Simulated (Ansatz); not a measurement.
System: rock-salt TiN. Method: PBEsol (PAW; Ansatz, a program for electronic structure).

Run with plane-wave cutoff 520 eV, 22×22×22 k mesh, Fermi–Dirac smearing 0.05 eV, no spin polarisation, scalar-relativistic PAW data made under PBE.

Results at a series of volumes:

```csv
V (Å³/atom),E − E_lowest (meV/atom),P (GPa)
8.730,34.95,21.20
8.916,14.99,13.38
9.102,3.62,6.35
9.288,0.00,0.01
9.473,3.35,-5.69
9.659,12.97,-10.82
9.845,28.25,-15.45
```

### Question
Fit the third-order Birch–Murnaghan equation and give B0 and B′.

### Answer
V0 = 9.288 Å³/atom, B0 = 300 GPa, B′ = 4.2 (fit to the energies at full precision).

Measured, for comparison: bulk modulus 288 GPa (temperature not stated, not corrected to a static lattice; as tabulated in Krasnenko and Brik (2013), arXiv:1306.3139); equilibrium volume per atom 9.52 Å³/atom (temperature not stated, not corrected to a static lattice; as tabulated in Zhang et al. (2018), doi:10.1088/1367-2630/aac7f0). Computed (rounded) less measured: bulk modulus +4 %, equilibrium volume per atom -2.4 %. A static lattice is as a rule a little smaller and stiffer than an uncorrected measurement, which narrows the difference in the bulk modulus and would widen misses of the other sign.

Computed values are for the static lattice.

Cost on a shared machine: around 40 core-seconds (rough).
